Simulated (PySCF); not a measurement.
## Name the molecule from its bond curve

A diatomic of charge 0 contains Si. Its quartet curve at PBE0 in a triple-zeta basis (no relativity, PySCF), in eV from the separated fragments:

| R (Å) | E (eV) |
| --- | --- |
| 2.325 | -1.117 |
| 2.434 | -1.295 |
| 2.542 | -1.393 |
| 2.623 | -1.427 |
| 2.704 | -1.437 |
| 2.785 | -1.426 |
| 2.893 | -1.389 |
| 3.029 | -1.317 |
| 3.191 | -1.210 |
| 3.407 | -1.051 |

The fit gives ωe = 257 cm⁻¹ and the rotational constant Bₑ = 0.1836 cm⁻¹.

Q: Which atom is the partner?

A: The minimum lies at 2.698 Å, so the reduced mass is 16.8576 u Å² cm⁻¹/(Bₑ·Re²) = 12.61 u. With Si at 27.98 u the partner weighs about 23.0 u: Na. The molecule is NaSi.

The state is the lowest determinant that a PBE0 search found; another state may lie lower at other levels.
